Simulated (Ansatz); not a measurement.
This Ansatz (an electronic-structure program) input (r2SCAN/def2-TZVPP) gives -100.44665 Eh with 45 basis functions.

Ansatz 0.2 input:
```yaml
crystal:
  periodic: [false, false, false]
  atoms:
    - {symbol: F, position_ang: [-0.00000000, -0.00000000, -0.09245367]}
    - {symbol: H, position_ang: [0.00000000, 0.00000000, 0.83208299]}
basis:
  gaussian:
    orbitals: def2-TZVPP
    final_grid: {core_spheres: 6, valence_spheres: 5, degree: 17}
hamiltonian:
  xc: {name: r2SCAN}
magnetization: {spin_polarized: false}
```

Change:
```diff
- final_grid: {core_spheres: 6, valence_spheres: 5, degree: 17}
+ final_grid: {core_spheres: 10, valence_spheres: 9, degree: 29}
```

Question: What does the run give now?

Answer: -100.44662 Eh (r2SCAN/def2-TZVPP, 45 functions), a change of +0.03 mEh.
